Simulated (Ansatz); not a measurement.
# Cost against result

The pair of OH⁻ (SMILES [OH-], atoms 1–2) and C$_{2}$H$_{6}$ (SMILES CC, atoms 3–10), both closed shells, in one local arrangement (a lower one may exist), relaxed at PBE0-D4/def2-TZVPD:

O1  (0.166, 0.202, -2.596)
H2  (-0.486, 0.700, -3.099)
C3  (0.662, 0.207, 0.401)
C4  (-0.567, -0.427, 1.031)
H5  (1.553, -0.405, 0.584)
H6  (0.517, 0.310, -0.697)
H7  (0.854, 1.198, 0.832)
H8  (-1.457, 0.181, 0.839)
H9  (-0.482, -0.559, 2.118)
H10  (-0.761, -1.408, 0.587)
(Å)

Interaction energies are counterpoise-corrected; the time is that of the whole pair.

Computed with Ansatz 0.2.0 (basis: as named in each row); correlated methods freeze the cores. B3LYP uses VWN-RPA correlation. Extrapolation: Hartree–Fock as exp(−7.88 √X), correlation as X^−2.97.

Times are rough, for one single point on 4 threads of a shared host (Arm Neoverse V2).

The estimate by CCSD(T) at an estimated basis limit (MP2 extrapolated from triple and quadruple zeta, plus CCSD(T) − MP2 in triple zeta) is -0.309 eV.

| method | basis | time (s) | interaction energy (eV) | method less estimate |
| --- | --- | --- | --- | --- |
| HF | STO-3G | under 1 | -0.179 | 0.130 |
| PBE-D4 | STO-3G | under 1 | 0.224 | 0.534 |
| B3LYP-D4 | 6-31G | under 1 | -0.459 | -0.150 |
| SPW92 | def2-SVP | under 1 | -0.521 | -0.212 |
| PBE0-D4 | def2-SVP | under 1 | -0.422 | -0.113 |
| PBE-D4 | def2-SVP | under 1 | -0.378 | -0.069 |
| CCSD(T) | def2-SVP | 1 | -0.267 | 0.042 |
| PBE-D4 | def2-TZVPPD | 1 | -0.357 | -0.047 |
| revPBE-D4 | def2-TZVPPD | 1 | -0.346 | -0.037 |
| BLYP-D4 | def2-TZVPPD | 1 | -0.323 | -0.014 |
| PBE0-D4 | def2-TZVPPD | 2 | -0.350 | -0.041 |
| wB97M-V | def2-SVP | 2 | -0.366 | -0.057 |
| B3LYP-D4 | def2-TZVPPD | 2 | -0.331 | -0.022 |
| HSE06-D4 | def2-TZVPPD | 2 | -0.350 | -0.041 |
| r2SCAN-D4 | def2-TZVPPD | 2 | -0.336 | -0.027 |
| B2PLYP | def2-TZVPPD | 3 | -0.270 | 0.039 |
| wB97X-V | def2-TZVPPD | 4 | -0.305 | 0.004 |
| B97M-V | def2-TZVPPD | 6 | -0.318 | -0.009 |
| wB97M-V | def2-TZVPPD | 6 | -0.315 | -0.006 |
| MP2 | def2-QZVPPD | 15 | -0.286 | 0.023 |
| CCSD(T) | def2-TZVPPD | 64 | -0.286 | 0.023 |

The T1 diagnostic stays at or below 0.026.
